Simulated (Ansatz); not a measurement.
Mg₃H₃. Total charge 0; doublet. Geometry PBE-D4/def2-TZVP, basis def2-TZVP, Ansatz.

```xyz
6

Mg   -1.688    0.618    0.464
Mg    0.203   -1.688    0.664
Mg    1.564    0.476   -0.885
H     2.179    1.837   -1.762
H    -2.644    2.045    0.239
H     0.386   -3.288    1.279
```

| run | HOMO (eV) | LUMO (eV) |
| --- | --- | --- |
| A | -5.03 | -2.77 |
| B | -5.23 | -2.50 |
| C | -4.28 | -3.40 |
| D | -4.54 | -3.02 |
| E | -4.05 | -3.34 |

Another isomer (doublet) lies 0.92 eV lower at PBE0-D4/def2-TZVP; other spin states weren't run for this one.

HOMO and LUMO are taken over both spins.

Task: The runs used BLYP, PBE, PBE0, r2SCAN, r2SCAN0. Estimate which is which.

Result: A PBE0 (25 % exact exchange); B r2SCAN0 (25 % exact exchange); C PBE (0 % exact exchange); D r2SCAN (0 % exact exchange); E BLYP (0 % exact exchange). Exact exchange lowers occupied and raises empty levels; among semilocal functionals meta-GGAs tend to open the gap a little, and such runs are hard to tell apart. The gap grows from 0.71 eV (BLYP) to 2.73 eV (r2SCAN0).
